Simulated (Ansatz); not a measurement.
Mulliken charges of AlCl$_{2}$H, SMILES `[Cl][AlH][Cl]` from r2SCAN/def2-TZVPP in Ansatz (PBE0-D4/def2-TZVP geometry).

```
atom   x (Å)   y (Å)   z (Å)  charge (e)
 Cl1  -1.278   0.641   1.391      -0.235
 Al2   0.128   0.068  -0.034       0.611
 Cl3  -0.163  -1.736  -1.032      -0.235
  H4   1.368   0.967  -0.345      -0.141
```

Task: By hand: the dipole of these point charges (1 e Å = 4.8032 D).

Result: Σ q r = (0.224, 0.163, -0.056) e Å, of length 0.283 e Å = 1.36 D.

Task: How does the dipole of the full density compare? (Estimate.)

Result: Computed: (0.159, 0.115, -0.040) e Å, 0.96 D; the point charges give 1.42 times that, at 0° from its direction.

Point charges leave out the atoms' own dipoles, such as those of lone pairs, and Mulliken's split depends on the basis, so the two needn't agree.
